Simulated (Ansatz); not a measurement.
C2H3N, SMILES `CC#N` (charge 0, multiplicity 1).

Cartesian coordinates (Å):
```xyz
6

C     -0.4870     0.0005    -0.0003
C      0.9620    -0.0010     0.0007
N      2.1110    -0.0021     0.0015
H     -0.8608     0.9061    -0.4803
H     -0.8627    -0.0363     1.0232
H     -0.8625    -0.8672    -0.5447
```
Charge 0, multiplicity 1.

Frozen-core energies in cc-pVTZ from Ansatz (a program for electronic structure) at a geometry from PBE0-D3(BJ)/def2-TZVP; the HF reference has <S^2> = 0.00 and the T1 diagnostic is 0.012.

| level | energy (Ha) | difference from CCSDT(Q) (mHa) |
|---|---|---|
| HF | -131.97377 | 555.37 |
| MP2 | -132.48804 | 41.10 |
| CCSD | -132.50252 | 26.62 |
| CCSD(T) | -132.52733 | 1.81 |
| CCSDT | -132.52732 | 1.82 |
| CCSDT(Q) | -132.52914 | 0.00 |
